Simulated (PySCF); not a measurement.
**Computed and published core binding energies of `C=C(C)C`**

What was measured (core binding energies): C 1s of C1 289.83 eV [1]; C 1s of C2 290.65 eV [1]; C 1s of C3/C4 290.69 eV [1]. Sources and the comparison follow the method.

C₄H₈.
SMILES with atom numbers: `[CH2:1]=[C:2]([CH3:3])[CH3:4]`

Method: PySCF 2.14.0, delta-SCF UKS SCAN, pcX-2 on the ionised atom, pcseg-1 elsewhere, spin-free X2C. These are vertical core ionisation energies against the vacuum level, from separate self-consistent calculations with and without the core hole.

| atom | environment | level | this calculation (eV) | reference (eV) | difference (eV) | source |
| --- | --- | --- | --- | --- | --- | --- |
| C1 | terminal =CH2 carbon | C 1s | 289.63 | 289.83 | -0.20 | [1] |
| C2 | fully substituted alkene carbon | C 1s | 290.50 | 290.65 | -0.15 | [1] |
| C3/C4 | allylic carbon | C 1s | 290.63 | 290.69 | -0.06 | [1] |

[1] measured, gas; Chong, Molecules 2021, 26, 1947 (electron spectra of vapor-phase indole and four azaindoles)

Question: How well does this level of theory reproduce the measurements here?

Answer: Over the 3 different measured values (3 distinct lines) the mean signed difference is -0.14 eV, the mean unsigned one 0.14 eV and the largest 0.20 eV. The calculation is vertical and has no vibrational structure, and measured positions depend on the energy calibration.

Lowest listed C 1s: C1, bonded to C (double bond) and 2 H. Highest, 1.00 eV above it: C3/C4, bonded to C and 3 H.

The first atom of each set that the bonding makes equivalent was ionised and stands for the set. Geometry: GFN2-xTB; no solvent, vibrations or thermal averaging.
